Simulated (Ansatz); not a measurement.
# SrB6 (Pm-3m)

Theory: DFT r2SCAN, scalar-relativistic, plane waves, PAW (Ansatz).

Plane waves to 500 eV, a k mesh through Γ of 8×8×8 on the computed 7-atom cell and Gaussian smearing (0.10 eV); no spin polarisation.

The structure is relaxed at this level of theory with its symmetry kept. Whether it is the stable form of this composition wasn't checked.

```cif
data_structure
_symmetry_space_group_name_H-M 'Pm-3m'
_symmetry_Int_Tables_number 221
_cell_length_a 4.1886
_cell_length_b 4.1886
_cell_length_c 4.1886
_cell_angle_alpha 90.000
_cell_angle_beta 90.000
_cell_angle_gamma 90.000
_cell_volume 73.49
loop_
_atom_site_label
_atom_site_type_symbol
_atom_site_symmetry_multiplicity
_atom_site_Wyckoff_symbol
_atom_site_fract_x
_atom_site_fract_y
_atom_site_fract_z
_atom_site_occupancy
Sr1 Sr 1 a 0.00000 0.00000 0.00000 1
B1 B 6 f 0.50000 0.50000 0.20341 1
```

| Item | Value |
| --- | --- |
| Space group | Pm-3m (No. 221) |
| Volume per atom | 10.50 Å³ |
| Formation energy from the elements' standard states (uncorrected) | -0.528 eV/atom |
| Generalised Kohn–Sham band gap | zero, with almost no states at the Fermi level |
| Density of states at the Fermi level | 0.00 states/eV per cell (so small that it hangs on the mesh: a semimetal, or crossings between mesh points) |
| Löwdin character within 0.5 eV of the Fermi level | B 2p 92 %, unprojected 8 % |
| Bulk modulus | 152 GPa |
| Its pressure derivative | 3.8 |
| Bader charges (e) | Sr (1 in the cell) 1.55, B (6 in the cell) -0.26 |

Cost: 6 runs of about 3 core-minutes in all, on Arm Neoverse V2 (shared hosts).